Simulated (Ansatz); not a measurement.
# Worked example: the enthalpy of CH2N → HCN + H

Species: CH2N `C=[N]`, doublet; HCN (hydrogen cyanide) `C#N`, singlet; H atom, doublet. 

Shapes, held fixed at every level: PBE0-D4/def2-TZVP. Programs: Ansatz 0.2.0. The zero-point and thermal terms to 298 K, harmonic and unscaled (5/2 RT less the spin-orbit lowering for atoms, PBE0-D4/def2-TZVP), stand in the table.

At r2SCAN0-D4/def2-TZVPP; 1 Eh = 2625.50 kJ/mol:

```
species  energy (Eh)  H(298 K) − E (kJ/mol)  tabulated ΔfH (kJ/mol)
   CH2N   -93.951502                   76.5                  +238.6
    HCN   -93.388436                   52.4                  +129.3
      H    -0.499870                    6.2                  +218.0
```

Problem. Work out the reaction enthalpy at 298 K from the calculation and from the table of heats.

Solution. 
1. Electronic: (-93.388436) + (-0.499870) − [(-93.951502)] = 0.063196 Eh = +165.9 kJ/mol.
2. Zero-point and thermal: (52.4) + (6.2) − [(76.5)] = -17.9 kJ/mol.
3. Computed ΔH = +148.0 kJ/mol.
4. From the heats of formation (Active Thermochemical Tables, tabulated atomic heats): (129.3) + (218.0) − [(238.6)] = +108.7 kJ/mol.
5. Computed less tabulated: +39.3 kJ/mol. Tabulated heats carry uncertainties of their own.

Open shells run unrestricted unless RO is named.
